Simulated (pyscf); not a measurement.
**Insertion: HO–In (SMILES [OH][In]) [singlet] + HCl (SMILES Cl) -> HO–InH–Cl (SMILES [OH][InH][Cl])**

Gas phase, singlet surface, charge 0. Bonds broken: Cl4–H5. Bonds formed: In1–Cl4, In1–H5. Structures and frequencies: ωB97X-D3(BJ)/def2-SVP in PySCF. Correlated levels are frozen-core, on RHF or UHF. ΔMP2 is the change of the MP2 total energy from the triple- to the quadruple-zeta basis.

Transition state (Å):

```xyz
5

In     0.4191     0.1217    -0.8772
O      1.3627     1.5986     0.0318
H      2.3097     1.6461    -0.1492
Cl    -2.1458     0.0832    -0.3081
H     -0.9556    -0.8622    -1.3084
```

One imaginary mode, 1173i cm⁻¹; descent along it reached the two sides named, in the forms told below.

| bond | change | reactant side (Å) | saddle | product side |
|---|---|---|---|---|
| Cl4–H5 | breaks | 1.286 | 1.820 | 3.5 |
| In1–Cl4 | forms | 3.2 | 2.6 | 2.331 |
| In1–H5 | forms | 3.7 | 1.745 | 1.702 |

Electronic energies relative to the separated reactants (kcal/mol):

```
level                             barrier  reaction energy  reverse barrier
--------------------------------  -------  ---------------  ---------------
ωB97X-D3(BJ)/def2-TZVP               28.5            -20.3             48.8
PBE/def2-TZVP                        21.8            -10.7             32.5
r²SCAN/def2-TZVP                     21.6            -15.9             37.5
B3LYP-D3(BJ)/def2-TZVP               28.7             -9.7             38.4
PBE0-D3(BJ)/def2-TZVP                25.6            -14.6             40.3
M06-2X/def2-TZVP                     29.3            -16.1             45.5
ωB97M-D3(BJ)/def2-TZVP               32.2            -13.5             45.8
HF/def2-TZVP                         46.3            -14.9             61.2
MP2/def2-QZVPP                       30.6            -11.6             42.2
CCSD/def2-TZVPP                      35.9            -12.2             48.0
CCSD(T)/def2-TZVPP                   32.0            -12.8             44.9
CCSD(T)/def2-TZVPP + ΔMP2(QZVPP)     31.2            -12.5             43.6
```

With CCSD(T)/def2-TZVPP + ΔMP2(QZVPP) energies and thermal terms (ideal gas, 1 atm, RRHO with modes under 100 cm⁻¹ raised to 100, one conformer, R ln 2 for chiral ones without a mode under 150 cm⁻¹), in kcal/mol:

```json
[
 {"T (K)": "298", "ΔH‡": "30.2", "ΔG‡": "39.1", "ΔH": "-12.0", "ΔG": "-2.7"},
 {"T (K)": "600", "ΔH‡": "30.2", "ΔG‡": "48.2", "ΔH": "-11.6", "ΔG": "+6.6"},
 {"T (K)": "900", "ΔH‡": "30.6", "ΔG‡": "57.2", "ΔH": "-10.7", "ΔG": "+15.5"},
 {"T (K)": "1200", "ΔH‡": "31.1", "ΔG‡": "66.0", "ΔH": "-9.8", "ΔG": "+24.0"}
]
```

On the product side the descent ends in a point that may be a rotor saddle (no frequency run), 1.8 kcal/mol over the lowest minimum found and 47.0 kcal/mol under the saddle at ωB97X-D3(BJ)/def2-TZVP. One saddle was located; it need not be the lowest between these sides. The CCSD(T) − MP2 part came from Ansatz, without density fitting, on the same reference. The frozen core leaves the outer d or s,p core shells of the metals and heavy elements correlated in the MP2 and CC values, and def2-TZVPP describes them poorly, which can shift differences by a few kcal/mol. Elements past Kr carry the def2 core potentials, without spin-orbit coupling.
